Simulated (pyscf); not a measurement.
H₃C–SiH₂–Cl → H₂C=SiH–Cl + hydrogen (H₂), an elimination (singlet surface; C–H, H–Si broken, H–H formed). Structures and frequencies: ωB97X-D3(BJ)/def2-SVP in PySCF. Energies in kcal/mol from the reactant's lowest minimum found.

Small-basis levels: PySCF, no dispersion term, spherical d functions. AM1 to PM7: differences of heats of formation from MOPAC, which are fitted to 298 K values and so differ in kind from electronic energies by zero-point and thermal terms. GFN2-xTB: tblite. Cost: rough CPU time at the saddle relative to B3LYP/6-31G*, from one job on a shared machine.

```tsv
level	barrier	reaction energy	cost
MP2/6-31G*	104.3	+60.8	0.1
BP86/6-31G*	90.1	+59.2	2
PBE/6-31G*	89.8	+60.8	2
M06-2X/6-31G*	99.9	+65.3	2
GFN2-xTB	107.2	+64.8	under 0.02
PM3	72.8	+34.3	under 0.02
PM7	74.7	+7.4	under 0.02
ωB97M-D3(BJ)/def2-TZVP	90.8	+62.3	–
```

Against the last row the barrier runs from -18.0 (PM3) to +16.4 kcal/mol (GFN2-xTB). ωB97M-D3(BJ)/def2-TZVP has limits of its own. At the saddle there is also a short H–Si contact that neither side keeps. The same reactants have a lower exit, to H₃C–Si:–Cl [singlet] + H₂ (barrier +70.8 kcal/mol at ωB97M-D3(BJ)/def2-TZVP, against +90.8 kcal/mol here). H₂C=SiH–Cl lies 13.7 kcal/mol over its isomer H₃C–Si:–Cl [singlet] (electronic energy, ωB97M-D3(BJ)/def2-TZVP). This is the saddle that the search found; another between the same sides may lie lower.
